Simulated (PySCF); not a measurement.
Species: phosphanylidenephosphane, P2H2.
Structure used (PBE0-D3(BJ)/def2-SVP), in Å, numbered top down from 1:
```xyz
4
P2H2 angstrom
P     -0.9645   -0.7080   -0.3816
P      0.9828   -0.7102    0.2094
H     -1.2539    0.6898   -0.2446
H      1.1511    0.6871    0.4818
```

Method used: EOM-IP-CCSD/aug-cc-pVDZ in PySCF, restricted Hartree–Fock reference, 10 core orbitals frozen, non-relativistic, gas phase, PBE0-D3(BJ)/def2-SVP geometry.

Hartree–Fock orbital energies give these Koopmans values (eV): HOMO 9.66, HOMO-1 10.85, HOMO-2 10.92, HOMO-3 14.96, HOMO-4 19.48.

What vertical ionisation energies does EOM-IP-CCSD give?

```json
{"leading hole (HF orbital)": "HOMO", "Koopmans (eV)": "9.66", "EOM-IP-CCSD (eV)": "10.09", "change (eV)": "+0.43", "one-hole share": "0.96"}
{"leading hole (HF orbital)": "HOMO-2", "Koopmans (eV)": "10.92", "EOM-IP-CCSD (eV)": "10.32", "change (eV)": "-0.60", "one-hole share": "0.94"}
{"leading hole (HF orbital)": "HOMO-1", "Koopmans (eV)": "10.85", "EOM-IP-CCSD (eV)": "10.37", "change (eV)": "-0.48", "one-hole share": "0.94"}
{"leading hole (HF orbital)": "HOMO-3", "Koopmans (eV)": "14.96", "EOM-IP-CCSD (eV)": "13.90", "change (eV)": "-1.06", "one-hole share": "0.91"}
{"leading hole (HF orbital)": "HOMO-4", "Koopmans (eV)": "19.48", "EOM-IP-CCSD (eV)": "17.30", "change (eV)": "-2.18", "one-hole share": "0.72"}
```

Does the order of the lines follow the orbital energies?

No: the HOMO-2 hole (10.32 eV) falls below the HOMO-1 hole (10.37 eV). The corrections run from -2.18 to +0.43 eV, with a mean of -0.78 eV over the 5 lines; EOM-IP-CCSD lies above the Koopmans value for HOMO.

At what kinetic energies would He I light (21.22 eV) eject these electrons?

11.13 eV (HOMO), 10.90 eV (HOMO-2), 10.85 eV (HOMO-1), 7.32 eV (HOMO-3), 3.92 eV (HOMO-4).

What total energy has the lowest final state, and which wavelength reaches it?

E(CCSD) + ionisation energy = -682.89528 + 0.37097 = -682.52431 Eh, at the geometry of the initial state. The threshold wavelength is 1239.84 eV nm/10.09 eV = 122.9 nm.

Lines less than 0.15 eV apart could change places at a higher level. One root was sought for each valence orbital with −ε under 21 eV, eight at most, so deeper holes and satellites are missing; no vibrational structure.
